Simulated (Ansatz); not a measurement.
Input file:

```yaml
crystal:
  periodic: [false, false, false]
  atoms:
    - {symbol: O, position_ang: [0.000000, 0.000000, 0.000000]}
    - {symbol: O, position_ang: [0.000000, 0.000000, 1.192820]}
basis:
  gaussian: {orbitals: 6-31G}
total_charge: 1
magnetization: {spin_polarized: false, initial_magnetization: 1}
correlation: {method: ccsdtq, electrons: outside_noble_gas}
```

```sh
$ ansatz run in.yaml --threads 1 --pin off --events-out ev --progress --plain --max-ram 2393MiB
```

Log:

```
272 factors; integrals over basis functions are off by at most 3.9e-8 eV
mean field evaluation 1: about -4054.9950 eV, gradient 8.0e0 eV
mean field evaluation 2: about -4055.0277 eV, gradient 8.0e0 eV
mean field evaluation 4: about -4055.1974 eV, gradient 2.8e-1 eV
mean field evaluation 8: about -4055.1963 eV, gradient 1.7e-3 eV
mean field evaluation 16: about -4055.2526 eV, gradient 2.1e-2 eV
mean field evaluation 32: about -4055.1963 eV, gradient 6.1e-7 eV
mean field evaluation 64: about -4055.1613 eV, gradient 4.2e0 eV
mean field evaluation 96: about -4048.6379 eV, gradient 1.1e0 eV
mean field -4055.25264345 eV, -149.0277858978 hartree, gradient 4.3e-6 eV, S^2 0.750000; 5 other end points of the search recorded, 0 dependent functions left out
mean field evaluation 128: about -4055.0970 eV, gradient 7.1e0 eV
mean field evaluation 160: about -4056.2588 eV, gradient 3.0e0 eV
mean field evaluation 192: about -4055.3703 eV, gradient 8.7e-1 eV
mean field evaluation 224: about -4056.3577 eV, gradient 4.2e-1 eV
mean field evaluation 256: about -4056.4102 eV, gradient 1.4e-1 eV
determinant -4055.25264345 eV, -149.0277858978 hartree, with singles and doubles -4063.32667699 eV, -149.3245011577 hartree
determinant -4055.19628891 eV, -149.0257149065 hartree, with singles and doubles -4063.30174184 eV, -149.3235848077 hartree
determinant -4055.25264345 eV, -149.0277858978 hartree, with singles and doubles -4063.32804830 eV, -149.3245515522 hartree
determinant -4055.19628891 eV, -149.0257149065 hartree, with singles and doubles -4063.30128827 eV, -149.3235681393 hartree
mean field evaluation 288: about -4055.1963 eV, gradient 4.3e-2 eV
determinant -4055.11125123 eV, -149.0225898295 hartree, with singles and doubles -4063.30483617 eV, -149.3236985222 hartree
determinant -4055.11125123 eV, -149.0225898295 hartree, with singles and doubles -4063.30152269 eV, -149.3235767543 hartree
unrestricted determinant -4056.41041883 eV, -149.0703333581 hartree, S^2 1.3817
2 core orbitals not correlated: weight in the atoms' cores, before any rotation towards them, 1.000 or more for the frozen orbitals, at most 0.000 for the correlated occupied ones
reference -4055.19628891 eV, -149.0257149065 hartree; 6, 5 occupied and 10, 11 virtual orbitals, 272 factors
second order -9.25770767 eV of doubles, -0.11968167 eV of singles
cycle   1  -7.23975402 eV  change     2.1e0 eV  update   1.5e-1
cycle   2  -8.30848211 eV  change    -1.1e0 eV  update   9.7e-2
cycle   3  -8.48671675 eV  change   -1.8e-1 eV  update   2.0e-2
cycle   4  -8.52617883 eV  change   -3.9e-2 eV  update   8.1e-3
cycle   5  -8.54397906 eV  change   -1.8e-2 eV  update   4.3e-3
cycle   6  -8.53511569 eV  change    8.9e-3 eV  update   1.5e-3
cycle   7  -8.53329581 eV  change    1.8e-3 eV  update   6.3e-4
cycle   8  -8.53397697 eV  change   -6.8e-4 eV  update   3.0e-4
cycle   9  -8.53415996 eV  change   -1.8e-4 eV  update   1.2e-4
cycle  10  -8.53419651 eV  change   -3.7e-5 eV  update   5.8e-5
cycle  11  -8.53417599 eV  change    2.1e-5 eV  update   2.6e-5
cycle  12  -8.53418865 eV  change   -1.3e-5 eV  update   1.0e-5
cycle  13  -8.53418003 eV  change    8.6e-6 eV  update   4.7e-6
cycle  14  -8.53417854 eV  change    1.5e-6 eV  update   1.8e-6
cycle  15  -8.53417805 eV  change    4.9e-7 eV  update   8.0e-7
Total energy: -4063.73046696 eV, -149.3393401654 hartree
```

For the same geometry and basis full CI lies 17.0 meV lower.

Ran on 1 thread of Arm Neoverse V1, shared host: 45 s wall, 0.48 GiB peak host memory.
